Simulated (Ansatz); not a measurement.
The same path of CH5B (7 atoms, charge 0, multiplicity 1) was run 3 times with different band settings. Lost on the way: B1–H2, B1–C3. Made: H2–C3.

The calculation used RKS B3LYP/def2-mTZVP in Ansatz.

Relaxed end points:

```xyz
7
Properties=species:S:1:pos:R:3
B 0.250 0.000 0.350
H -0.029 -0.218 1.490
C 1.743 0.042 -0.085
H 2.139 -0.983 -0.008
H 1.933 0.389 -1.101
H 2.360 0.620 0.613
H -0.644 0.149 -0.425
```

```xyz
7
Properties=species:S:1:pos:R:3
B -1.516 0.029 0.342
H 1.302 0.298 0.960
C 2.102 0.075 0.252
H 2.033 -0.964 -0.068
H 2.019 0.730 -0.615
H 3.062 0.239 0.739
H -1.252 -0.407 -0.774
```

Common settings: optimiser quadratic models (default); start path through a guess of the saddle point; force threshold 0.03 eV/Å; iteration limit 60; end points relaxed.

| run | movable images | climbing image | spring |
| --- | --- | --- | --- |
| 1 | 5 | yes | 5.0 eV/Å² |
| 2 | 8 | no | 5.0 eV/Å² |
| 3 | 5 | yes | 20.0 eV/Å² |

(1) What does each run give, and how far can it be trusted?

Results:

(1) Run 1: converged after 15 iterations, highest image 4.256 eV above the first end. Neighbouring images differ by up to 2.7 eV, so the band resolves the path poorly. A vibrational analysis at the climbing image gives one clearly imaginary mode, 1079i cm⁻¹: a first-order saddle point.
Run 2: converged after 19 iterations, highest image 4.255 eV above the first end. Neighbouring images differ by up to 2.3 eV, so the band resolves the path poorly. No image climbed, so the highest image needn't sit at the top of the path.
Run 3: converged after 14 iterations, highest image 4.256 eV above the first end. Neighbouring images differ by up to 2.7 eV, so the band resolves the path poorly. Another band between the same ends (5 images) ends at a top of the same energy, where a vibrational analysis finds 1 clearly imaginary mode.
The orbitals stay closed-shell, which can raise the energy where a bond breaks towards radicals; this wasn't checked here.
